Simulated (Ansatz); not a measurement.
What does this script print? It uses the Ansatz DFT code, driven from Python.

Script `conformers.py`:
```python
"""Rank force-field conformers of C3H6OS by single points."""

import ansatz as az
from rdkit import Chem
from rdkit.Chem import AllChem

rd = Chem.AddHs(Chem.MolFromSmiles("CC(=O)CS"))
ids = list(AllChem.EmbedMultipleConfs(rd, numConfs=20, randomSeed=774, pruneRmsThresh=0.4))
field = [energy for _, energy in AllChem.MMFFOptimizeMoleculeConfs(rd)]
distinct = {round(e, 2): i for i, e in zip(ids, field)}
chosen = sorted(distinct.items())[:5]
found = []
for force_field, index in chosen:
    geometry = az.Crystal.molecule()
    for atom, xyz in zip(rd.GetAtoms(), rd.GetConformer(index).GetPositions()):
        geometry = geometry.atom(atom.GetSymbol(), xyz.round(5).tolist())
    base = (
        geometry.calculation()
        .basis(gaussian="6-31G*")
        .functional("r2SCAN")
    )
    found.append(base.run(threads=1).report["free_energy_ev"])
print("conformer   MMFF (kcal/mol)   this level (eV)")
for (force_field, index), e in zip(chosen, found):
    print(f"{index:9d} {force_field - chosen[0][0]:17.2f} {(e - min(found)):17.3f}")
```

Running `python conformers.py` prints:
```text
conformer   MMFF (kcal/mol)   this level (eV)
        3              0.00             0.006
        1              0.23             0.000
        2              2.29             0.094
```

The conformers keep their force-field geometries. Timing: 13 s on 1 thread of Arm Neoverse V2 (shared host), peak memory 0.27 GiB.

(Lines on the test bed's own set-up are left out of the output.)
